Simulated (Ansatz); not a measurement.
**C2H3O2− (SMILES [O-]C=CO): single points off equilibrium**

An exercise on one series of results from a longer session: the logs are not shown, and one member is left open.

Program: Ansatz 0.2.0, Gaussian basis. Level of theory: single points in def2-TZVPPD. These are calculated values, not measurements.

Correlated methods freeze the cores.

1 further run of the same task is left out (it didn't finish).

### The system as given

SMILES `[O-]C=CO`, 7 atoms, charge -1, spin multiplicity 1.

Atoms are counted from 1 here; the program's logs count them from 0.

Bond lengths: O1–C2 1.285 Å, C2–C3 1.358 Å, C2–H5 1.115 Å, C3–O4 1.423 Å, C3–H6 1.091 Å, O4–H7 0.977 Å. Angles: O1–C2–C3 127.4°, O1–C2–H5 112.9°, C3–C2–H5 119.6°, C2–C3–O4 120.6°, C2–C3–H6 127.0°, O4–C3–H6 111.3°, C3–O4–H7 102.0°.

Coordinates:

```
atom    x (Å)    y (Å)    z (Å)
  O1  -1.4485  -0.7959  -0.4815
  C2  -0.8057   0.2135  -0.0140
  C3   0.5308   0.3118   0.2050
  O4   1.4159  -0.7093  -0.2410
  H5  -1.4655   1.0861   0.2025
  H6   1.0794   1.1980   0.5276
  H7   0.7937  -1.4121  -0.5122
```

Set-up of the first run:

run/in.yaml reads:

```yaml
crystal:
  periodic: [false, false, false]
  atoms:
    - {symbol: O, position_ang: [-1.448470, -0.795913, -0.481536]}
    - {symbol: C, position_ang: [-0.805673, 0.213459, -0.014014]}
    - {symbol: C, position_ang: [0.530802, 0.311836, 0.204954]}
    - {symbol: O, position_ang: [1.415891, -0.709274, -0.241029]}
    - {symbol: H, position_ang: [-1.465527, 1.086135, 0.202466]}
    - {symbol: H, position_ang: [1.079417, 1.197983, 0.527551]}
    - {symbol: H, position_ang: [0.793698, -1.412114, -0.512212]}
basis:
  gaussian: {orbitals: "def2-TZVPPD.json"}
total_charge: -1
hamiltonian: {xc: pbe, dispersion: d4}
output: {forces: true}
```

The basis file named in the input lies beside it (Basis Set Exchange, JSON).

Started as:

```bash
ansatz run in.yaml --threads 2 --pin off --events-out ev --progress --plain --max-ram 3481MiB
```

Among the steps run: PBE-D4/def2-TZVPPD; r2SCAN-D4/def2-TZVPPD; PBE0-D4/def2-TZVPPD; wB97M-V/def2-TZVPPD; CCSD(T)/def2-TZVPPD.

One of the session's tables, all rows but one given; the rest of the session is left out.

```
   method  RMS force component (eV/Å)  angle to CCSD(T) forces (°)
   PBE-D4                       0.435                         24.6
r2SCAN-D4                       0.408                         17.4
  PBE0-D4                           ?                            ?
  wB97M-V                       0.401                         22.6
  CCSD(T)                       0.498                    reference
```

**Question.** Estimate the row for PBE0-D4.

The run gave: RMS force component (eV/Å): 0.428; angle to CCSD(T) forces (°): 32.6. In the column «RMS force component (eV/Å)» it lies between r2SCAN-D4 (0.408) and PBE-D4 (0.435).

Caveats from the session: The anion's highest level is positive in at least one run, so there the basis alone may hold the extra electron.
